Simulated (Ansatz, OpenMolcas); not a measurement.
# B2 (SMILES B#B): the energy, rung by rung

B2 has 2 atoms, charge 0, and is taken as a triplet. SMILES: `B#B`. The shape is that of a GFN2-xTB optimisation.

| atom | x (Å) | y (Å) | z (Å) |
| --- | --- | --- | --- |
| B | 0.0000 | 0.0000 | 0.0000 |
| B | 0.0000 | 0.0000 | 1.4051 |

Quantity: the energy change with the B1–B2 bond stretched from 1.405 to 3.513 Å, in eV. The values are calculated.

```tsv
level	kind	program	value (eV)	less FCI/3-21G	CPU time (all runs)
UBHLYP/3-21G	global hybrid	Ansatz	1.78	+0.23	10 s
UPBE0/3-21G	global hybrid	Ansatz	2.33	+0.78	15 s
U-wB97M-V/3-21G	range-separated hybrid	Ansatz	1.73	+0.18	2.1 min
UB2PLYP/3-21G	double hybrid	Ansatz	1.80	+0.25	14 s
UMP2/3-21G	perturbation theory	Ansatz	1.72	+0.17	1.2 s
UBCCD(T)/3-21G	coupled cluster or CI	Ansatz	1.68	+0.13	2.2 s
UCCSD/3-21G	coupled cluster or CI	Ansatz	1.55	0.00	1.7 s
FCI/3-21G	exact in the basis	OpenMolcas	1.55	0.00	23 s
```

FCI/3-21G is exact within its basis and frozen core, so for wave-function methods in that basis the difference is their error; functionals converge differently with the basis, so for them it is only a difference. The first shape isn't each level's own minimum. The values span 1.55 to 2.33 eV. Spin contamination of the reference (⟨S²⟩ at least 0.1 too high) touches UBHLYP/3-21G, UPBE0/3-21G, U-wB97M-V/3-21G, UB2PLYP/3-21G, UMP2/3-21G, UBCCD(T)/3-21G, UCCSD/3-21G. All rows use very small basis sets, so none should be taken for the real molecule's value. Times are those of the runs behind each value, whatever else they computed, on shared processors of several kinds: orders of magnitude only.
